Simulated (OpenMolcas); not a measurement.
## How methods differ on SiH2 (SMILES [H][Si][H])

The species is SiH2 (3 atoms), meant as a singlet with charge 0. As SMILES, `[H][Si][H]`. The coordinates come from a GFN2-xTB relaxation.

```jsonl
{"atom": "Si", "x (Å)": "0.0052", "y (Å)": "-0.0082", "z (Å)": "-0.6557"}
{"atom": "H", "x (Å)": "1.1102", "y (Å)": "-0.0200", "z (Å)": "0.3374"}
{"atom": "H", "x (Å)": "-1.1155", "y (Å)": "0.0282", "z (Å)": "0.3183"}
```

Quantity: the energy change with the Si1–H3 bond stretched from 1.485 to 3.713 Å, in eV. The values are calculated.

```
                                            level                   kind     program  value (eV)  less FCI/6-31G*  CPU time (all runs)
     HF/6-31G* (spherical functions) (restricted)           Hartree–Fock  OpenMolcas        5.38            +2.48                4.1 s
 r2SCAN/6-31G* (spherical functions) (restricted)               meta-GGA  OpenMolcas        4.14            +1.24                 12 s
    MP2/6-31G* (spherical functions) (restricted)    perturbation theory  OpenMolcas        4.34            +1.44                3.8 s
         CASPT2(2,2)/6-31G* (spherical functions)         multireference  OpenMolcas        2.94            +0.04                3.7 s
      SC-NEVPT2(2,2)/6-31G* (spherical functions)         multireference  OpenMolcas        2.88            -0.02                3.7 s
CCSD(T)/6-31G* (spherical functions) (restricted)  coupled cluster or CI  OpenMolcas        2.76            -0.14                5.2 s
                 FCI/6-31G* (spherical functions)     exact in the basis  OpenMolcas        2.90             0.00                 24 s
```

FCI/6-31G* (spherical functions) is exact within its basis and frozen core, so for wave-function methods in that basis the difference is their error; functionals converge differently with the basis, so for them it is only a difference. Spin-restricted single references rise too steeply as a bond breaks, Hartree–Fock most of all. The first shape isn't each level's own minimum. The values span 2.76 to 5.38 eV. Times are those of the runs behind each value, whatever else they computed, on shared processors of several kinds: orders of magnitude only.
